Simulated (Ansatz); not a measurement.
# SiNHO+ (doublet): the correlation ladder, cc-pVDZ

The task here is to estimate one member of a computed series from the others.

Program: Ansatz 0.2.0, Gaussian basis. Level of theory: cc-pVDZ, core rule «outside noble gas», up to 7 orbitals frozen. These are calculated values, not measurements.

The runs, in order: UHF; CCSD(T) on ROHF; CCSD(T) on UHF; BCCD(T) on ROHF; CISD; CCSDT(Q) on ROHF; CCSDT(Q) on UHF.

18 further runs of the same task are left out: 1 for a known fault of the program, 4 that didn't finish, 13 set aside as unsound or not needed.

**What is computed**

The geometry is a PBE0/def2-TZVP stationary point (not a proven minimum) of the parent state, kept for this charge and spin.

4 atoms, charge 1, spin multiplicity 2.

Atoms are counted from 1 here; the program's logs count them from 0.

Bond lengths: N1–O2 1.335 Å, N1–H4 1.025 Å, O2–Si3 1.558 Å. Angles: O2–N1–H4 102.7°, N1–O2–Si3 169.5°.

The first run:

File in.yaml:

```yaml
crystal:
  periodic: [false, false, false]
  atoms:
    - {symbol: N, position_ang: [0.000000, -0.143210, 1.718396]}
    - {symbol: O, position_ang: [0.000000, 0.058390, 0.398268]}
    - {symbol: Si, position_ang: [0.000000, 0.009037, -1.158961]}
    - {symbol: H, position_ang: [0.000000, 0.811436, 2.092278]}
basis:
  gaussian: {orbitals: cc-pVDZ}
total_charge: 1
magnetization: {spin_polarized: true, initial_magnetization: 1}
hamiltonian: {xc: hf}
output: {orbitals: {seedname: orbitals}}
```

The run is started by

```console
$ ansatz run in.yaml --threads 1 --pin off --events-out ev --progress --plain --max-ram 2393MiB
```

Among the steps run: UHF; CCSD(T) on ROHF; CCSD(T) on UHF; BCCD(T) on ROHF; CISD; CCSDT(Q) on ROHF; CCSDT(Q) on UHF.

One table of the session follows, with a row left open; its other results are not shown here.

```
   method  from UCCSDT(Q) (meV)
     ROHF              +11555.2
      UHF              +11415.1
     RMP2               +1197.4
     UMP2               +1206.0
     CISD               +1584.7
    RCCSD                +427.8
    UCCSD                +426.2
 RCCSD(T)                     ?
 UCCSD(T)                 +72.2
  BCCD(T)                 +65.7
   RCCSDT                 +40.1
   UCCSDT                 +39.8
RCCSDT(Q)                  +9.5
UCCSDT(Q)                     0
```

**Question.** Estimate the row for RCCSD(T).

The run gave: from UCCSDT(Q) (meV): +71.5. In the column «from UCCSDT(Q) (meV)» it lies between BCCD(T) (+65.7) and UCCSD(T) (+72.2).

Limits of these values: Restricted and unrestricted rows rest on different reference determinants; where their highest levels disagree by more than a few hundredths of an eV, they describe different states and don't form one ladder.
